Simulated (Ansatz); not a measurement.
The inner images of a band of CH2NO (5 atoms, charge -1, multiplicity 1) are given out of order.

These are results of RKS B3LYP-D4/def2-SVP (Ansatz), not measurements.

First end point:

```xyz
5
Properties=species:S:1:pos:R:3
N -0.409 0.120 -0.415
C 0.929 -0.338 -0.056
O 0.935 -0.947 1.027
H -0.400 0.985 -0.958
H -1.055 0.180 0.401
```

Last end point:

```xyz
5
Properties=species:S:1:pos:R:3
N -0.376 0.505 -0.578
C 0.694 -0.124 -0.164
O 0.380 -0.800 1.026
H -0.123 0.991 -1.449
H -0.575 -0.572 1.165
```

Put them in order from the first end to the last, with their energies above the first end.
A.
```xyz
5
Properties=species:S:1:pos:R:3
N -0.328 0.241 -0.348
C 0.937 -0.331 -0.050
O 0.855 -0.979 1.019
H -0.477 0.953 -1.063
H -0.987 0.116 0.442
```
B.
```xyz
5
Properties=species:S:1:pos:R:3
N -0.302 0.324 -0.329
C 0.913 -0.315 -0.065
O 0.740 -0.953 1.012
H -0.496 0.939 -1.124
H -0.855 0.004 0.506
```
C.
```xyz
5
Properties=species:S:1:pos:R:3
N -0.362 0.466 -0.525
C 0.740 -0.144 -0.156
O 0.397 -0.810 1.031
H -0.225 0.991 -1.393
H -0.550 -0.503 1.044
```
D.
```xyz
5
Properties=species:S:1:pos:R:3
N -0.342 0.433 -0.477
C 0.783 -0.174 -0.150
O 0.413 -0.821 1.030
H -0.326 0.988 -1.329
H -0.527 -0.426 0.927
```
E.
```xyz
5
Properties=species:S:1:pos:R:3
N -0.331 0.405 -0.429
C 0.818 -0.212 -0.142
O 0.466 -0.839 1.014
H -0.407 0.981 -1.262
H -0.545 -0.335 0.819
```
F.
```xyz
5
Properties=species:S:1:pos:R:3
N -0.330 0.380 -0.385
C 0.842 -0.241 -0.129
O 0.555 -0.870 0.998
H -0.456 0.972 -1.212
H -0.611 -0.242 0.729
```
G.
```xyz
5
Properties=species:S:1:pos:R:3
N -0.319 0.350 -0.349
C 0.877 -0.277 -0.090
O 0.639 -0.909 1.006
H -0.473 0.954 -1.169
H -0.724 -0.119 0.602
```

A (+8.0 kJ/mol), B (+35.0 kJ/mol), G (+88.6 kJ/mol), F (+125.5 kJ/mol), E (+99.1 kJ/mol), D (+58.3 kJ/mol), C (+36.9 kJ/mol).

Run time: 2.5 min on 1 thread of Arm Neoverse V1 (shared host), peak memory 0.1 GiB.
